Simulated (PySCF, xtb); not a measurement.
chloromethane (CH₃Cl), SMILES CCl.

xtb with GFN2-xTB at its own geometry gives an orbital gap of 7.02 eV and a dipole moment of 2.04 D.

Geometry: B3LYP-D3(BJ)/def2-TZVP.

Question: What does ωB97X/def2-TZVPD (PySCF) give? (An estimate is asked for; the answer gives what the named calculation found.)

Answer: gap 12.94 eV (levels -10.98 and 1.96 eV), dipole 2.00 D.
